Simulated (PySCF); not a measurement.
# XPS shifts beside NMR shieldings

3,4-dihydro-2H-pyran, C₅H₈O.
SMILES with atom numbers: `[CH:1]1=[CH:2][O:3][CH2:4][CH2:5][CH2:6]1`

Binding energies: PySCF, delta-SCF UKS SCAN, pcX-2 on the ionised atom, pcseg-1 elsewhere, spin-free X2C. Shieldings: GIAO PBE0/pcSseg-1, non-relativistic, same geometry.

```tsv
atom	isotropic shielding (ppm)
C1	82.6
C2	34.6
C4	118.8
C5	161.2
C6	162.8
```

Q: What are the C 1s binding energies of these atoms?

A: 
```csv
atom,environment,C 1s (eV),isotropic shielding (ppm)
C1,alkene CH carbon,289.75,82.6
C6,allylic carbon,290.69,162.8
C5,ring CH2 carbon,290.74,161.2
C2,vinylic carbon bearing oxygen,291.53,34.6
C4,sp3 carbon bound to oxygen,292.16,118.8
```

Q: Among the listed atoms, is the one with the highest binding energy also the least shielded?

A: No. The highest binding energy is at C4 (292.16 eV, shielding 118.8 ppm), the lowest shielding at C2 (34.6 ppm, 291.53 eV).

By binding energy: C1 < C6 ≈ C5 < C2 < C4. By shielding: C2 < C1 < C4 < C5 < C6.

One conformer (not necessarily the lowest) at the GFN2-xTB geometry, without solvent, vibrations or thermal averaging.
